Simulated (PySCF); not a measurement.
Species: C5H7F (charge +1 and doublet state).
Cartesian coordinates in Å at the GFN2-xTB level; atoms count from 1:
```xyz
13
C5H7F angstrom
F      2.0635    1.1056    1.1304
C      1.5652    0.3255    0.1525
C      0.1534   -0.1477    0.5306
C     -0.8597    0.9343    0.2273
C     -1.6257    0.0856   -0.4978
C     -0.6190   -1.0168   -0.4885
H      2.2046   -0.5717    0.0835
H      1.6022    0.8910   -0.7871
H      0.1370   -0.5127    1.5575
H     -0.8339    1.9880    0.4474
H     -2.6599    0.0826   -0.8041
H     -1.0317   -1.9685   -0.1401
H     -0.1003   -1.1949   -1.4292
```

The hyperfine couplings belong to this conformer and change with its torsions.

As a line formula: `FC[C@H]1[CH+][CH]C1` [radical] (charge +1).

Level of theory: UKS B3LYP, pcH-1 on C F H, non-relativistic, mean-field spin-orbit, GIAO (PySCF 2.14.0). Geometry: GFN2-xTB, one conformer, isolated ion. A GFN2-xTB geometry isn't a minimum of the functional, and hyperfine couplings can be far from their values at a DFT geometry, by a factor of two or more for some ions and for spin on atoms past the first row. No stability test was run, so a lower SCF solution isn't excluded.

(1) Match the computed a_iso(1H) values +98.8, +93.4, +32.8, +11.4, -9.6, -5.3, +4.0 MHz with the sites H7; H8; H9; H10; H11; H12; H13.

Answers

(1) 
```
site  a_iso (MHz)  ρ(0) (bohr⁻³)         position  distance from C4 (Å)  bound to  spin population there  largest |T| (MHz)
  H7        +98.8        +0.0221  3 bonds from C4                  3.42        C2                  +0.07                8.5
  H8         -5.3        -0.0012  3 bonds from C4                  2.66        C2                  +0.07                7.0
  H9        +11.4        +0.0026  2 bonds from C4                  2.20        C3                  +0.02                9.3
 H10         -9.6        -0.0021   1 bond from C4                  1.08        C4                  +0.40               22.5
 H11         +4.0        +0.0009   1 bond from C5                  2.24        C5                  +0.40               23.3
 H12        +93.4        +0.0209  2 bonds from C5                  2.93        C6                   0.00                8.0
 H13        +32.8        +0.0073  2 bonds from C5                  2.80        C6                   0.00                9.1
```

ρ(0) is the spin density at the nucleus and T the dipolar tensor. The largest Mulliken spin populations are on C4 (+0.40), C5 (+0.40) and C2 (+0.07). Main spin sites, with 60 % or more of the largest population: C4, C5; positions count bonds from the nearest.

The SMILES `FC[C@H]1[CH+][CH]C1` draws the unpaired electron on C5, whose computed spin population is only +0.40.

The run took 38 s (with the writing of density and orbital grids) on one thread of an Arm Neoverse V2, on a shared host, and the process peaked at 0.87 GiB of memory.
